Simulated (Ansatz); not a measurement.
C3H5NO can be A, `N/C=C/C=O`, or B, `CC1(O)C=N1`.

Computed with Ansatz on PBE0-D4/def2-TZVP structures; ΔE is electronic, products minus reactants. CBS: MP2 limit from def2 TZ/QZ plus the TZ coupled-cluster correction, frozen cores. Functionals use def2-TZVPP. B3LYP here is the variant with VWN-RPA as its local correlation; programs differ in this. Each species was taken in one conformer, which may not be the lowest.

A:

```xyz
10

N    -1.6516    0.7474   -0.3874
C    -0.5927    0.1584    0.1983
C     0.6056   -0.1062   -0.3635
C     1.6272   -0.7437    0.4264
O     2.7393   -1.0356    0.0457
H    -1.6164    1.0353   -1.3483
H    -2.5080    0.8879    0.1116
H    -0.7510   -0.1205    1.2376
H     0.8312    0.1445   -1.3950
H     1.3164   -0.9675    1.4746
```

B:

Z-matrix (Å, degrees):
```
C
C 1 1.494
H 1 1.093 2 109.7
H 1 1.092 2 110.4 3 118.9
H 1 1.089 2 110.6 3 -120.4
O 2 1.388 1 110.2 3 -58.6
C 2 1.434 1 125.2 3 142.8
N 2 1.494 1 120.0 3 81.6
H 6 0.962 2 108.7 1 169.8
H 7 1.086 2 155.5 1 84.2
```

**Question.** Which is lower in electronic energy at CCSD(T)/CBS, and by how much? (An estimate is asked.)

**Answer.** Ansatz gave: A, by 31.5 kcal/mol.

**Question.** Give E(B) − E(A) in kcal/mol with BLYP-D4, CCSD(T)/def2-TZVPP, B3LYP, CCSD/def2-TZVPP, B3LYP-D4, CCSD(T)/def2-SVP, PBE0-D4. (Estimate.)

**Answer.** Ansatz gave: BLYP-D4 41.0, CCSD(T)/def2-TZVPP 31.3, B3LYP 39.9, CCSD/def2-TZVPP 31.4, B3LYP-D4 39.5, CCSD(T)/def2-SVP 31.0, PBE0-D4 35.1. None reverses the order clearly.

**Question.** Does the order hold for the free energy at 298.15 K (harmonic terms from PBE0-D4)? (Best estimate.)

**Answer.** Ansatz gave: Yes: G(B) − G(A) = +31.9 kcal/mol, for one conformer each. Modes under 60 cm⁻¹, often nearly free rotors, make the harmonic entropy too high.

Largest T1 diagnostic: 0.016.

From PBE to PBE0 (25 % exact exchange), in def2-TZVPP and without D4, E(B) − E(A) moves by −1.9 kcal/mol. Leaving LDA and LC-ωPBE aside and taking each functional with its dispersion term where it has one, the values, not all of them listed here, spread over 9.5 kcal/mol, from ωB97X-V to BLYP-D4. LDA lies −0.9 kcal/mol from PBE without D4.
